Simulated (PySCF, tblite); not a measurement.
**BrFH₃N, a complex of two parts: NMR shifts, interaction energy, infrared bands, spin-spin couplings, core binding energies and electronic excitations**

One table from this session's results is given with a row withheld; the runs are named, their logs left out.

Programs: tblite 0.8.0 and PySCF 2.14.0. All values are calculated, for the isolated system unless a continuum is named. Atoms count from 0, parts from 1.

### Starting point

6 atoms, charge 0, multiplicity 1; geometry: rigid parts in contact. Parts: 1 = atoms 0–1, `FBr`, charge 0; 2 = atoms 2–5, `N`, charge 0.

Set-up of the first run:

The job: settings as JSON, then the geometry in Å.

```
{"job": {"kind": "dock", "xc": "GFN2-xTB", "basis": "xTB"}, "charge": 0, "multiplicity": 1, "parts": [{"atoms": "0-1", "charge": 0, "multiplicity": 1}, {"atoms": "2-5", "charge": 0, "multiplicity": 1}]}
Br     0.899771    -0.002036    -0.005413
F     -0.899771     0.002036     0.005413
N      3.281929     0.721633    -0.263233
H      3.933320     1.268434    -0.813204
H      3.479254     0.899977     0.713974
H      3.475090    -0.256333    -0.441778
```

Level: GFN2-xTB search for minima from random contacts, gas phase.

The run is started by

```bash
> OMP_NUM_THREADS=1 python cluster_run.py task.json out
```

The driver reads the jobs from task.json and runs them one after another.

Steps of the session up to this table: Bringing the parts together with GFN2-xTB; Optimising the geometry at PBE0-D3(BJ)/def2-TZVPD; NMR shieldings: PBE0/pcSseg-2; Coupled-cluster interaction energy: CCSD(T) and MP2.

One table of the session follows, with a row left open; its other results are not shown here.

It belongs to the step «Coupled-cluster interaction energy: CCSD(T) and MP2». 

| method | interaction energy (kcal/mol) |
| --- | --- |
| HF/aug-cc-pVDZ | -9.79 |
| MP2/aug-cc-pVDZ | -14.39 |
| CCSD/aug-cc-pVDZ | -11.32 |
| CCSD(T)/aug-cc-pVDZ | -12.21 |
| HF/aug-cc-pVQZ | -9.89 |
| MP2/aug-cc-pVQZ | -17.21 |
| SCS-MP2/aug-cc-pVQZ | -14.75 |
| MP2, extrapolated | ? |
| CCSD(T), limit estimate | -15.61 |

Q: Estimate the row for MP2, extrapolated from the others.

The run gave: interaction energy (kcal/mol): -17.79. In the column «interaction energy (kcal/mol)» it is the lowest.

Caveats from the session: The interaction energy leaves out the deformation of the parts, 1.85 kcal/mol (MP2); added to the CCSD(T) estimate it gives a binding of about -13.75 kcal/mol.
